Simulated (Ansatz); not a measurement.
## Te, triplet: reading a ladder of total energies

A free Te atom.

Basis def2-TZVPD with its core potentials; Ansatz 0.2.0. Only valence electrons are correlated (noble-gas cores and the filled d shells of p-block atoms frozen), which leaves 6 electrons in 50 orbitals. Prefix R: restricted or restricted open-shell reference; prefix U: unrestricted. No spin–orbit coupling is included; scalar relativity enters through the core potentials alone.

Full CI isn't at hand for all of this; UCCSDT(Q) serves as the reference, and is uncertain by about the last step of the cluster series.

Runs differ by some tens of microhartree through their thresholds and, for an open shell, their frozen cores, so steps under 0.03 kcal/mol mean nothing.

| level | total energy (hartree) |
| --- | --- |
| UHF | -267.005646 |
| UMP2 | -267.090576 |
| UCCSD | -267.107859 |
| UCCSD(T) | -267.111059 |
| UCCSDT | -267.111653 |
| UCCSDT(Q) | -267.111729 |

**Question.** What is the correlation energy at UCCSDT(Q), and what share of it do UMP2 and UCCSD recover?

**Answer.** E(corr) = -267.111729 − (-267.005646) = -0.106083 hartree = -2.887 eV. UMP2: -0.084930 / -0.106083 = 80.06 %. UCCSD: -0.102213 / -0.106083 = 96.35 %.

**Question.** By how many kcal/mol does UCCSD(T) miss UCCSDT(Q) (1 hartree = 627.509 kcal/mol), and which steps make up the rest?

**Answer.** -267.111059 − (-267.111729) = 0.000670 hartree = 0.42 kcal/mol. Steps: UCCSDT − UCCSD(T) = -0.37, UCCSDT(Q) − UCCSDT = -0.05 kcal/mol. That is within 1 kcal/mol of the reference in this basis, which itself misses far more of the correlation at the basis-set limit.
